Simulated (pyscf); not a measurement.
## Concerted two-bond exchange: H₃C–O–SiH₃ -> H₃C–SiH₂–OH

Gas phase, singlet surface, charge 0. Bonds broken: C1–O2, Si3–H7. Bonds formed: C1–Si3, O2–H7. Optimised with ωB97X-D3(BJ)/def2-SVP in PySCF. Correlated levels are frozen-core, on RHF or UHF. ΔMP2 is the change of the MP2 total energy from the triple- to the quadruple-zeta basis.

Transition state (Å):

```xyz
9

C     -1.5008     0.9101     0.1297
O     -0.0118    -0.4236     0.8674
Si    -0.1280    -0.4623    -0.7184
H     -1.7414     0.9854    -0.9623
H     -2.3775     0.5402     0.6713
H     -1.1268     1.8726     0.4939
H      1.0381    -1.4791     0.1358
H     -1.0047    -1.3806    -1.4987
H      0.6473     0.3883    -1.6651
```

One imaginary mode, 1642i cm⁻¹; descent along it reached the two sides named.

| bond | change | reactant side (Å) | saddle | product side |
|---|---|---|---|---|
| C1–O2 | breaks | 1.409 | 2.131 | 2.8 |
| Si3–H7 | breaks | 1.485 | 1.767 | 2.278 |
| C1–Si3 | forms | 2.7 | 2.118 | 1.864 |
| O2–H7 | forms | 2.530 | 1.659 | 0.962 |

Electronic energies relative to the reactant's lowest minimum found (kcal/mol):

```csv
level,barrier,reaction energy,reverse barrier
ωB97X-D3(BJ)/def2-TZVP,124.8,-23.1,147.9
PBE/def2-TZVP,102.5,-23.1,125.6
r²SCAN/def2-TZVP,109.8,-23.8,133.6
B3LYP-D3(BJ)/def2-TZVP,114.7,-21.9,136.7
PBE0-D3(BJ)/def2-TZVP,116.5,-23.5,140.0
M06-2X/def2-TZVP,124.7,-22.4,147.1
ωB97M-D3(BJ)/def2-TZVP,120.5,-23.7,144.2
HF/def2-TZVP,151.0,-19.8,170.9
MP2/def2-QZVPP,124.0,-26.0,150.0
CCSD/def2-TZVPP,125.5,-23.7,149.2
CCSD(T)/def2-TZVPP,117.1,-23.9,141.0
CCSD(T)/def2-TZVPP + ΔMP2(QZVPP),116.9,-24.5,141.4
```

With CCSD(T)/def2-TZVPP + ΔMP2(QZVPP) energies and thermal terms (ideal gas, 1 atm, RRHO with modes under 100 cm⁻¹ raised to 100, one conformer, R ln 2 for rigid chiral ones), in kcal/mol:

| T (K) | ΔH‡ | ΔG‡ | ΔH | ΔG |
|---|---|---|---|---|
| 298 | 111.8 | 112.1 | -24.3 | -24.6 |
| 600 | 112.3 | 112.2 | -23.6 | -25.3 |
| 900 | 112.5 | 112.0 | -23.3 | -26.2 |
| 1200 | 112.5 | 111.9 | -23.3 | -27.1 |

From the product side, CH₃• + HO–SiH₂• lies, by one bond made or cut, 47.2 kcal/mol under this saddle at ωB97M-D3(BJ). The same reactants have a lower exit, to SiH₂ [singlet] + H₃C–OH (barrier +78.3 kcal/mol at ωB97M-D3(BJ), against +120.5 kcal/mol here). One saddle was located; it need not be the lowest between these sides. A restricted solution here is unstable towards spin polarisation, so biradical character is likely and single-reference numbers are less safe. The CCSD(T) − MP2 part came from Ansatz, without density fitting, on the same reference.
